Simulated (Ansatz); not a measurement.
Ansatz (a quantum-chemistry and plane-wave program) input (CCSD(T)/6-311G**): A basis named .json is the Basis Set Exchange file of that set (core-valence sets with the plain set on hydrogen).

Ansatz 0.2 input:
```yaml
crystal:
  periodic: [false, false, false]
  atoms:
    - {symbol: Si, position_ang: [-0.00000000, -0.00000000, -0.55023073]}
    - {symbol: O, position_ang: [0.00000000, 0.00000000, 0.96290378]}
basis:
  gaussian:
    orbitals: 6-311G__.json
magnetization: {spin_polarized: false}
correlation: {method: ccsd_t, electrons: outside_noble_gas}
output: {forces: true}
```

Output:

```
Functional definition: HF
integrals: 0.01 GiB planned
349 factors; integrals over basis functions are off by at most 9.0e-4 eV
mean field: 0.07 GiB planned
mean field evaluation 1: about -9895.1240 eV, gradient 4.8e1 eV
mean field evaluation 2: about -9895.1248 eV, gradient 4.8e1 eV
mean field evaluation 4: about -9899.8940 eV, gradient 2.5e0 eV
mean field evaluation 8: about -9899.9219 eV, gradient 1.2e-1 eV
mean field evaluation 16: about -9899.9189 eV, gradient 5.3e-1 eV
mean field -9899.92196329 eV, -363.8154217428 hartree, gradient 2.1e-6 eV, S^2 0.000000; 0 other end points of the search recorded, 0 dependent functions left out
6 core orbitals not correlated
reference -9899.92196329 eV, -363.8154217428 hartree; 5, 5 occupied and 34, 34 virtual orbitals, 349 factors
densities: 0.07 GiB planned
second order -7.79233768 eV of doubles, -0.00000000 eV of singles
coupled cluster: 0.07 GiB planned
cycle   1  -7.37609234 eV  change    4.2e-1 eV  update   1.4e-1
cycle   2  -7.75759726 eV  change   -3.8e-1 eV  update   5.8e-2
cycle   3  -7.88477368 eV  change   -1.3e-1 eV  update   2.7e-2
cycle   4  -7.86449649 eV  change    2.0e-2 eV  update   6.4e-3
cycle   5  -7.86715689 eV  change   -2.7e-3 eV  update   2.4e-3
cycle   6  -7.86707773 eV  change    7.9e-5 eV  update   5.9e-4
cycle   7  -7.86682132 eV  change    2.6e-4 eV  update   1.7e-4
cycle   8  -7.86684176 eV  change   -2.0e-5 eV  update   5.7e-5
cycle   9  -7.86681976 eV  change    2.2e-5 eV  update   1.9e-5
cycle  10  -7.86680649 eV  change    1.3e-5 eV  update   6.2e-6
cycle  11  -7.86680835 eV  change   -1.9e-6 eV  update   2.6e-6
perturbative correction -0.36957356 eV, -0.0135815778 hartree
the calculation of the forces begins
Total energy: -9908.15834520 eV, -364.1181031953 hartree
Atom 0 at    -0.000000    -0.000000    -0.550231 Å, force    -0.000000     0.000000    -0.669621 eV/Å
Atom 1 at     0.000000     0.000000     0.962904 Å, force     0.000000    -0.000000     0.669621 eV/Å
Dipole moment:     0.000000     0.000000    -0.567421 e Å
```
